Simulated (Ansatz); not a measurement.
```xyz
11

C    -1.329   -1.218   -0.355
C    -0.445   -0.274   -0.083
C     1.062   -0.282   -0.041
N     1.425    1.085    0.320
C     0.333    1.696    0.448
O    -0.827    1.016    0.241
H    -0.994   -2.215   -0.605
H    -2.391   -1.015   -0.334
H     1.506   -0.548   -1.005
H     1.456   -0.983    0.700
H     0.205    2.738    0.713
```

The species carries charge 0 and has multiplicity 1.

Question: List the CAM-B3LYP/def2-TZVPP orbital energies in eV (the Gaussian-basis code of Ansatz). (Estimate.)

Answer: Computed: Occupied: -524.17, -391.54, -281.55, -280.83, -280.03, -278.62, -32.87, -27.47, -24.09, -21.34, -19.45, -17.41, -16.50, -15.50, -14.35, -13.71, -13.17, -13.13, -12.05, -10.57, -9.86, -8.10. Lowest empty: 0.86, 1.96, 2.24, 3.13, 3.14, 3.81, 4.17, 4.36.
